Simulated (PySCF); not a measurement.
Methylamine, CH5N.
SMILES: `CN`

The calculation used PBE0-D3(BJ)/def2-SVP geometry optimisation, gas phase (PySCF 2.14.0).

Take the most abundant isotopes and a rigid rotor. 

(1) What are A, B and C (MHz)?

(2) What kind of rotor is it?

(3) Is it planar, by Δ = Ic − Ia − Ib?

(4) Where do the levels up to J = 4 lie, in K?

(5) Which lines would a microwave search look for?

Answers

(1) Ia = 4.91, Ib = 21.93, Ic = 22.82 u·Å²; 505379 MHz·u·Å²/I gives A = 102968, B = 23047, C = 22145 MHz.

(2) A near-prolate asymmetric top. Ray's parameter κ = (2B − A − C)/(A − C) = -0.978; −1 is the prolate and +1 the oblate limit.

(3) Not planar: Δ = Ic − Ia − Ib = -4.01 u·Å². For a rigid frame Δ = −2 Σ m c², so Σ m c² = 2.01 u·Å² lies off the ab plane: 1.93 from hydrogen and 0.07 from heavier atoms. The atom farthest from that plane is 1.04 Å away.

(4) Above 0(0,0), as E/k:
J = 1: 1(0,1) 2.169, 1(1,1) 6.004, 1(1,0) 6.048
J = 2: 2(0,2) 6.506, 2(1,2) 10.299, 2(1,1) 10.429, 2(2,1) 21.936, 2(2,0) 21.936
J = 3: 3(0,3) 13.012, 3(1,3) 16.741, 3(1,2) 17.000, 3(2,2) 28.442, 3(2,1) 28.444, 3(3,1) 47.729, 3(3,0) 47.729
J = 4: 4(0,4) 21.684, 4(1,4) 25.329, 4(1,3) 25.762, 4(2,3) 37.118, 4(2,2) 37.123, 4(3,2) 56.405, 4(3,1) 56.405, 4(4,1) 83.405, 4(4,0) 83.405
Those of J = 1 are B + C, A + C and A + B.

(5) The dipole components are |μa| = 0.15 D, |μb| = 0.00 D, |μc| = 1.34 D; the mirror of this Cs structure is the ac plane, so μb vanishes by symmetry and there are no b-type lines. The squared components, which scale the intensities, stand as 0.01 : 1.00 (a : c). Some lines, for components of 0.1 D or more:

```
type  branch         J(Ka,Kc)     MHz  lower level (cm⁻¹)
   a       Q  1(1,0) ← 1(1,1)     902               4.173
   a       Q  3(1,2) ← 3(1,3)    5413              11.635
   a       Q  4(1,3) ← 4(1,4)    9021              17.604
   a       R  1(0,1) ← 0(0,0)   45193               0.000
   c       Q  2(1,2) ← 2(0,2)   79026               4.522
   c       Q  1(1,1) ← 1(0,1)   79920               1.507
   a       R  3(1,3) ← 2(1,2)  134220               7.158
   a       R  4(3,2) ← 3(3,1)  180786              33.173
   c       Q  3(2,2) ← 3(1,2)  238412              11.816
   c       R  2(2,0) ← 1(1,0)  331056               4.203
   c       R  2(2,1) ← 1(1,1)  331950               4.173
   c       Q  3(3,1) ← 3(2,1)  401823              19.770
   c       R  3(3,0) ← 2(2,0)  537431              15.246
   c       R  4(3,2) ← 3(2,2)  582647              19.768
   c       R  4(4,1) ← 3(3,1)  743370              33.173
```

Not checked by PBE0-D3(BJ)/def2-SVP frequencies. These are rigid-rotor constants of the computed structure; measured ground-state constants (B0) also hold zero-point vibration. A rigid rotor knows nothing of inversion at nitrogen or internal rotation, which can split or shift real lines. Quadrupole hyperfine structure (14N) is left out.
